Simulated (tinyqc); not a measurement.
CIS and TDHF on RHF in the sto-6g basis, frozen core, for HF, spin multiplicity 1, step by step. Computed by tinyqc, a small Python program that keeps every step (integrals from PySCF). Settings: charge = 0, multiplicity = 1, basis = sto-6g, method = RHF, frozen orbitals = 1, energy threshold = 1e-10, iteration cap = 67, orthogonalisation = symmetric, start = atomic densities, DIIS depth = 6, TDHF = 1. Command: `OMP_NUM_THREADS=1 python tinyqc.py 23200 23201 out.jsonl` (the two numbers bound the seeds that draw the settings). One thread of a shared host (Intel(R) Xeon(R) Processor @ 2.60GHz), about 0.1 s of CPU time with the checks. The early iterations of the SCF are left out here.

## One-electron integrals

Geometry (angstrom):
```
atom         x         y         z
F     0.000000  0.000000  0.000000
H     0.000000  0.000000  0.874000
```

Basis sto-6g: exponents (1/bohr^2) and contraction coefficients of normalised primitives:
```
element  l (shell)     exponent  coefficient
F            s (1)  1728.626574     0.009164
F            s (1)   316.941790     0.049361
F            s (1)    88.668891     0.168538
F            s (1)    30.460157     0.370563
F            s (1)    11.828570     0.416492
F            s (1)     4.871659     0.130334
F            s (2)    67.032281    -0.013253
F            s (2)    13.267438    -0.046992
F            s (2)     4.123510    -0.033785
F            s (2)     1.586463     0.250242
F            s (2)     0.689002     0.595117
F            s (2)     0.315820     0.240706
F            p (3)    67.032281     0.003760
F            p (3)    13.267438     0.037679
F            p (3)     4.123510     0.173897
F            p (3)     1.586463     0.418036
F            p (3)     0.689002     0.425860
F            p (3)     0.315820     0.101708
H            s (1)    35.523221     0.009164
H            s (1)     6.513144     0.049361
H            s (1)     1.822143     0.168538
H            s (1)     0.625955     0.370563
H            s (1)     0.243077     0.416492
H            s (1)     0.100112     0.130334
```

Overlap, kinetic and nuclear-attraction integrals over the contracted functions; the nuclear repulsion is the sum of Za Zb / Rab.

nuclear repulsion = 5.44919325 hartree

overlap S, lower triangle:
```
           1F 1s     1F 2s    1F 2px    1F 2py    1F 2pz     2H 1s
1F 1s   1.000000
1F 2s   0.232479  1.000000
1F 2px  0.000000  0.000000  1.000000
1F 2py  0.000000  0.000000  0.000000  1.000000
1F 2pz  0.000000  0.000000  0.000000  0.000000  1.000000
2H 1s   0.055891  0.480939  0.000000  0.000000  0.362665  1.000000
```

kinetic energy T (hartree), lower triangle:
```
            1F 1s     1F 2s    1F 2px    1F 2py    1F 2pz     2H 1s
1F 1s   37.397730
1F 2s   -1.143349  1.082297
1F 2px   0.000000  0.000000  3.251325
1F 2py   0.000000  0.000000  0.000000  3.251325
1F 2pz   0.000000  0.000000  0.000000  0.000000  3.251325
2H 1s    0.000947  0.152068  0.000000  0.000000  0.307046  0.768522
```

nuclear attraction V (hartree), lower triangle:
```
             1F 1s       1F 2s      1F 2px      1F 2py      1F 2pz      2H 1s
1F 1s   -78.427918
1F 2s    -8.006468  -12.074256
1F 2px    0.000000    0.000000  -12.029843
1F 2py    0.000000    0.000000    0.000000  -12.029843
1F 2pz   -0.017531   -0.195626    0.000000    0.000000  -12.161541
2H 1s    -2.215307   -4.560848    0.000000    0.000000   -3.095210  -6.412414
```

core Hamiltonian H = T + V (hartree), lower triangle:
```
             1F 1s       1F 2s     1F 2px     1F 2py     1F 2pz      2H 1s
1F 1s   -41.030188
1F 2s    -9.149817  -10.991959
1F 2px    0.000000    0.000000  -8.778518
1F 2py    0.000000    0.000000   0.000000  -8.778518
1F 2pz   -0.017531   -0.195626   0.000000   0.000000  -8.910216
2H 1s    -2.214360   -4.408780   0.000000   0.000000  -2.788164  -5.643892
```

## Two-electron integrals

Functions are numbered as in S; the eight-fold symmetry (ij|kl) = (ji|kl) = (kl|ij) leaves the list below.

Two-electron integrals (ij|kl) in chemists' order, unique and non-zero (hartree):
```
(11|11) 5.406240   (21|11) 0.768129   (21|21) 0.138909   (22|11) 1.266271
(22|21) 0.283987   (22|22) 0.926367   (31|31) 0.029452   (32|31) 0.044681
(32|32) 0.204753   (33|11) 1.266273   (33|21) 0.283987   (33|22) 0.926366
(33|33) 0.998085   (41|41) 0.029452   (42|41) 0.044681   (42|42) 0.204753
(43|43) 0.053789   (44|11) 1.266273   (44|21) 0.283987   (44|22) 0.926366
(44|33) 0.890506   (44|44) 0.998085   (51|51) 0.029452   (52|51) 0.044681
(52|52) 0.204753   (53|53) 0.053789   (54|54) 0.053789   (55|11) 1.266273
(55|21) 0.283987   (55|22) 0.926366   (55|33) 0.890506   (55|44) 0.890506
(55|55) 0.998085   (61|11) 0.197358   (61|21) 0.034186   (61|22) 0.068279
(61|33) 0.068159   (61|44) 0.068159   (61|51) 0.001475   (61|52) 0.002870
(61|55) 0.068520   (61|61) 0.008554   (62|11) 0.457444   (62|21) 0.103932
(62|22) 0.373166   (62|33) 0.368121   (62|44) 0.368121   (62|51) 0.007435
(62|52) 0.053824   (62|55) 0.383255   (62|61) 0.025528   (62|62) 0.178936
(63|31) 0.012071   (63|32) 0.067252   (63|53) 0.011462   (63|63) 0.027576
(64|41) 0.012071   (64|42) 0.067252   (64|54) 0.011462   (64|64) 0.027576
(65|11) 0.291089   (65|21) 0.067124   (65|22) 0.257645   (65|33) 0.246325
(65|44) 0.246325   (65|51) 0.016436   (65|52) 0.103574   (65|55) 0.280285
(65|61) 0.017291   (65|62) 0.151603   (65|65) 0.155620   (66|11) 0.573900
(66|21) 0.132802   (66|22) 0.543844   (66|33) 0.524788   (66|44) 0.524788
(66|51) 0.013231   (66|52) 0.129355   (66|55) 0.581957   (66|61) 0.032945
(66|62) 0.320219   (66|65) 0.315184   (66|66) 0.774999
```

## Orthogonalisation

S = U s U^T; symmetric (Loewdin) form X = U s^(-1/2) U^T, so that X^T S X = 1.

eigenvalues of S: 0.382667  0.849605  1.000000  1.000000  1.117805  1.649923

X, lower triangle:
```
            1F 1s      1F 2s    1F 2px    1F 2py     1F 2pz     2H 1s
1F 1s    1.022220
1F 2s   -0.130995   1.145816
1F 2px   0.000000   0.000000  1.000000
1F 2py   0.000000   0.000000  0.000000  1.000000
1F 2pz  -0.007850   0.092288  0.000000  0.000000   1.068300
2H 1s    0.022155  -0.323453  0.000000  0.000000  -0.240114  1.189476
```

## Iteration 7 (converged): orbitals

converged F (hartree), lower triangle:
```
             1F 1s      1F 2s     1F 2px     1F 2py     1F 2pz      2H 1s
1F 1s   -26.230068
1F 2s    -6.369685  -2.927271
1F 2px    0.000000   0.000000  -0.475395
1F 2py    0.000000   0.000000   0.000000  -0.475395
1F 2pz   -0.025685  -0.119441   0.000000   0.000000  -0.407763
2H 1s    -1.541696  -1.226419   0.000000   0.000000  -0.603675  -0.669593
```

Diagonalise F' = X^T F X, C = X C', fill 5 alpha and 5 beta electrons from the bottom; D = 2 C_occ C_occ^T. Each column has its largest component positive (the first on a tie).

F' = X^T F X (hartree), lower triangle:
```
            1          2          3          4          5          6
1  -25.815746
2   -3.184705  -1.664870
3    0.000000   0.000000  -0.475395
4    0.000000   0.000000   0.000000  -0.475395
5   -0.043678   0.105563   0.000000   0.000000  -0.186167
6   -0.276253  -0.630048   0.000000   0.000000  -0.607339  -0.009726
```

orbital energies (hartree): MO1 -26.233507, MO2 -1.499803, MO3 -0.606592, MO4 -0.475395, MO5 -0.475395, MO6 0.663394

coefficients C:
```
              MO1        MO2        MO3       MO4        MO5        MO6
1F 1s    0.997008  -0.235315   0.080241  0.000000   0.000000   0.082527
1F 2s    0.013518   0.927646  -0.455176  0.000000   0.000000  -0.612615
1F 2px   0.000000   0.000000   0.000000  0.193263   0.981147   0.000000
1F 2py   0.000000   0.000000   0.000000  0.981147  -0.193263   0.000000
1F 2pz   0.002406   0.104609   0.710660  0.000000   0.000000  -0.831572
2H 1s   -0.003919   0.158695   0.504597  0.000000   0.000000   1.139211
```

D after iteration 7, lower triangle:
```
            1F 1s      1F 2s    1F 2px    1F 2py    1F 2pz     2H 1s
1F 1s    2.111672
1F 2s   -0.482671   2.135790
1F 2px   0.000000   0.000000  2.000000
1F 2py   0.000000   0.000000  0.000000  2.000000
1F 2pz   0.069614  -0.452806  0.000000  0.000000  1.031972
2H 1s   -0.001522  -0.165040  0.000000  0.000000  0.750376  0.559635
```

Within a degenerate level the vectors are fixed only up to a rotation; this is one choice.

## Convergence

Stop when the energy changes by less than 1e-10 hartree and every element of the error matrix X^T (F D S - S D F) X is below 3e-06.

Course of the cycle:
```
iteration    E (hartree)     change  largest element of the error matrix
1          -100.45456502          -                             1.46e+00
2           -99.46580609   9.89e-01                             2.20e-01
3           -99.49143794  -2.56e-02                             3.14e-02
4           -99.49220994  -7.72e-04                             3.62e-03
5           -99.49221743  -7.49e-06                             9.32e-05
6           -99.49221743  -3.82e-09                             2.15e-06
7           -99.49221743  -2.19e-12                             1.47e-08
```

PySCF RHF in the same basis = -99.49221743 hartree

Converged in 7 iterations.

## Integrals over molecular orbitals

(pq|rs) = sum C_ip C_jq C_kr C_ls (ij|kl), one index at a time.

one-electron integrals over orbitals h = C^T H C (hartree), lower triangle:
```
            1          2          3          4          5          6
1  -41.016053
2    0.708001  -9.238236
3   -0.237477   0.551573  -7.839392
4    0.000000   0.000000   0.000000  -8.778518
5    0.000000   0.000000   0.000000   0.000000  -8.778518
6   -0.256143   1.308317   1.756264   0.000000   0.000000  -6.142558
```

Two-electron integrals over orbitals (pq|rs), unique and non-zero (hartree); the lowest 1 orbital is frozen and left out:
```
(22|22) 0.862104    (32|22) -0.007564   (32|32) 0.158810    (33|22) 0.769279
(33|32) -0.058998   (33|33) 0.797913    (42|42) 0.178882    (43|42) -0.045453
(43|43) 0.051840    (44|22) 0.877732    (44|32) -0.076000   (44|33) 0.775778
(44|44) 0.998085    (52|52) 0.178882    (53|52) -0.045453   (53|53) 0.051840
(54|54) 0.053789    (55|22) 0.877732    (55|32) -0.076000   (55|33) 0.775778
(55|44) 0.890506    (55|55) 0.998085    (62|22) -0.139552   (62|32) -0.037407
(62|33) -0.047120   (62|44) -0.138240   (62|55) -0.138240   (62|62) 0.100001
(63|22) -0.147863   (63|32) 0.092412    (63|33) -0.130827   (63|44) -0.182065
(63|55) -0.182065   (63|62) 0.060490    (63|63) 0.161135    (64|42) -0.045455
(64|43) -0.012106   (64|64) 0.032194    (65|52) -0.045455   (65|53) -0.012106
(65|65) 0.032194    (66|22) 0.694108    (66|32) 0.076604    (66|33) 0.671302
(66|44) 0.656728    (66|55) 0.656728    (66|62) -0.070083   (66|63) -0.009840
(66|66) 0.722157
```

## CIS matrix, singlets

A(ia,jb) = (e_a - e_i) d_ij d_ab + 2 (ia|jb) - (ij|ab).

CIS matrix A, singlet (hartree), lower triangle:
```
          2>6       3>6       4>6       5>6
2>6  1.669090
3>6  0.044376  0.920955
4>6  0.000000  0.000000  0.546449
5>6  0.000000  0.000000  0.000000  0.546449
```

## CIS singlet states

dipole integrals <i|r|a> (bohr):
```
             x          y         z
2>6   0.000000   0.000000  0.124928
3>6   0.000000   0.000000  0.868271
4>6  -0.002833  -0.014382  0.000000
5>6  -0.014382   0.002833  0.000000
```

Diagonalise A (1 hartree = 27.211386 eV); each vector has its largest component positive (the first on a tie). The transition dipole is mu = sqrt2 sum c_ia <i|r|a>.

singlet excitation energies (eV): 14.869634  14.869634  24.989082  45.489627

lowest vectors:
```
      state 1    state 2    state 3   state 4
2>6  0.000000   0.000000  -0.059005  0.998258
3>6  0.000000   0.000000   0.998258  0.059005
4>6  0.083327   0.996522   0.000000  0.000000
5>6  0.996522  -0.083327   0.000000  0.000000
```

oscillator strengths 2/3 w |mu|^2: 0.000157  0.000157  0.904307  0.068999

Within a degenerate level the vectors are fixed only up to a rotation; this is one choice.

## TDHF (RPA) singlet states

B(ia,jb) = 2 (ia|jb) - (ib|ja); the squared energies are the eigenvalues of (A - B)(A + B); 1 hartree = 27.211386 eV.

TDHF matrix B, singlet (hartree), lower triangle:
```
          2>6       3>6       4>6       5>6
2>6  0.100001
3>6  0.060490  0.161135
4>6  0.000000  0.000000  0.032194
5>6  0.000000  0.000000  0.000000  0.032194
```

squared energies w^2 (hartree^2): 0.297570  0.297570  0.816658  2.778017

TDHF energies from the positive w^2 (eV): 14.843806  14.843806  24.590692  45.354263

## CIS matrix, triplets

A(ia,jb) = (e_a - e_i) d_ij d_ab - (ij|ab).

CIS matrix A, triplet (hartree), lower triangle:
```
           2>6       3>6       4>6       5>6
2>6   1.469089
3>6  -0.076604  0.598685
4>6   0.000000  0.000000  0.482062
5>6   0.000000  0.000000  0.000000  0.482062
```

## CIS triplet states

Diagonalise A (1 hartree = 27.211386 eV); each vector has its largest component positive (the first on a tie).

triplet excitation energies (eV): 13.117568  13.117568  16.108988  40.158000

lowest vectors:
```
      state 1    state 2   state 3    state 4
2>6  0.000000   0.000000  0.087007   0.996208
3>6  0.000000   0.000000  0.996208  -0.087007
4>6  0.098116   0.995175  0.000000   0.000000
5>6  0.995175  -0.098116  0.000000   0.000000
```

Within a degenerate level the vectors are fixed only up to a rotation; this is one choice.

## TDHF (RPA) triplet states

B(ia,jb) = - (ib|ja); the squared energies are the eigenvalues of (A - B)(A + B); 1 hartree = 27.211386 eV.

TDHF matrix B, triplet (hartree), lower triangle:
```
           2>6        3>6        4>6        5>6
2>6  -0.100001
3>6  -0.060490  -0.161135
4>6   0.000000   0.000000  -0.032194
5>6   0.000000   0.000000   0.000000  -0.032194
```

squared energies w^2 (hartree^2): 0.231347  0.231347  0.319353  2.165746

TDHF energies from the positive w^2 (eV): 13.088283  13.088283  15.377516  40.045566
